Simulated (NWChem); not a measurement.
## Correlation energy of N

```xyz
1

N      0.0000     0.0000     0.0000
```
Charge 0, spin multiplicity 4.

Program: NWChem.

Basis set: cc-pVTZ. Each correlation energy counts from its own Hartree-Fock reference.

The correlated methods keep 1 core orbital frozen. The stability of the SCF solutions was not checked. Open-shell Hartree-Fock references start from PBE0 orbitals. Coupled-cluster values serve here as a point of comparison, not as the truth.

### Question
Order these methods by the correlation energy they give, lowest first: URI-MP2, SCS-UMP2, CCSD on ROHF, CCSD[T] on ROHF, CCSD on UHF.

### Answer
CCSD[T] on ROHF (-117.4 mHa), CCSD on ROHF (-114.8 mHa), CCSD on UHF (-111.7 mHa), URI-MP2 (-95.9 mHa), SCS-UMP2 (-89.7 mHa)
